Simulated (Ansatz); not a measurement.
Consider the atomization: `NC(O)CO` → 2 C• + 7 H• + N• + 2 O•.

Gas-phase electronic energies from Ansatz, PBE0-D4/def2-TZVP geometries. CBS: MP2 limit from def2 TZ/QZ plus the TZ coupled-cluster correction, frozen cores. This one scheme is used for every species, atoms too. For atomizations the MP2-based limit and the directly extrapolated one differ by several kJ/mol either way, and by 10 to 25 for some Ge, Se and Sn compounds, so smaller differences from it don't rank the levels. Functionals use def2-TZVPP. HSE06 is defined as in plane-wave codes. Open shells (•) are unrestricted, without spin–orbit coupling. Spin–orbit coupling would lower the free atoms: a little for C, O. One conformer a species, not always the lowest.

`NC(O)CO`:

Cartesian coordinates in Å:
```
N -1.194 0.628 0.582
C 0.129 0.076 0.710
O 1.171 1.033 0.659
C 0.351 -0.988 -0.351
O 0.301 -0.420 -1.651
H -1.363 1.292 1.327
H -1.265 1.147 -0.287
H 0.206 -0.390 1.697
H 1.306 1.248 -0.271
H 1.352 -1.406 -0.230
H -0.384 -1.790 -0.236
H -0.611 -0.429 -1.950
```

```json
{"level": "r2SCAN0", "ΔE (kJ/mol)": "4431.0"}
{"level": "HSE06", "ΔE (kJ/mol)": "4528.5"}
{"level": "HF/def2-TZVPP", "ΔE (kJ/mol)": "3097.0"}
{"level": "HF/def2-QZVPP", "ΔE (kJ/mol)": "3103.1"}
```

(1) What does CCSD(T)/CBS give? (Estimate.)

Largest T1 diagnostic among the species: 0.010.

Results:

(1) Ansatz gave: +4541.5 kJ/mol. The listed levels differ from it by -110.5, -13.0, -1444.5, -1438.4 kJ/mol.

From BLYP to BHLYP (50 % exact exchange), in def2-TZVPP and without D4, ΔE moves by −172.0 kJ/mol: exact exchange takes away binding that semilocal exchange gives to molecules. In def2-TZVPP, CCSD(T) changes the Hartree–Fock value by +1311.6 kJ/mol (the triples alone add +74.5 kJ/mol) and MP2 by +1396.3 kJ/mol; breaking electron pairs costs correlation energy, which Hartree–Fock lacks. Leaving LDA and LC-ωPBE aside and taking each functional with its dispersion term where it has one, the values, not all of them listed here, spread over 306.7 kJ/mol, from BHLYP-D4 to PBE-D4. LDA lies +662.3 kJ/mol from PBE without D4, its usual overbinding.
